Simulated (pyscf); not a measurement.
Elementary routes open to H₃Ge–SnH₃ (SMILES [GeH3][SnH3]) + H₂O (SMILES O) in the gas phase (singlet surface):
A. SnH₂ (SMILES [SnH2]) [singlet] + HO–GeH₃ (SMILES [OH][GeH3]) + H₂ (SMILES [H][H]) (Ge–Sn, H–Sn, H–O broken; Ge–O, H–H formed)
B. HO–GeH₂–SnH₃ (SMILES [OH][GeH2][SnH3]) + H₂ (SMILES [H][H]) (Ge–H, H–O broken; Ge–O, H–H formed)

Structures and frequencies: ωB97X-D3(BJ)/def2-SVP in PySCF.

Task: Rank the routes by free-energy barrier at 1200 K, lowest first, for ωB97M-D3(BJ)/def2-TZVP energies (ideal gas, 1 atm, RRHO with modes under 100 cm⁻¹ raised to 100, one conformer, R ln 2 for chiral ones without a mode under 150 cm⁻¹).

Result: B (83.4 kcal/mol), A (84.5 kcal/mol)

Route B is the fastest of these, ahead of the next by 1.1 kcal/mol. The most stable products are those of A (ΔG = -13.0 kcal/mol), whose barrier is 1.1 kcal/mol higher: the kinetic and the thermodynamic product differ. At 298 K B is still the fastest. A: On the reactant side the descent ends in a complex (not fully relaxed), 4.3 kcal/mol under the separated species and 53.5 kcal/mol under the saddle at ωB97X-D3(BJ)/def2-TZVP. On the product side the descent ends in a bound adduct, 9.5 kcal/mol under the separated species and 23.4 kcal/mol under the saddle at ωB97X-D3(BJ)/def2-TZVP. B: On the reactant side the descent ends in a complex (not fully relaxed), 4.2 kcal/mol under the separated species and 49.3 kcal/mol under the saddle at ωB97X-D3(BJ)/def2-TZVP. Only these routes are compared; each barrier is that of the saddle found, and lower ones may exist. Elements up to Kr have no core potential and no relativistic terms here. Elements past Kr carry the def2 core potentials, without spin-orbit coupling.
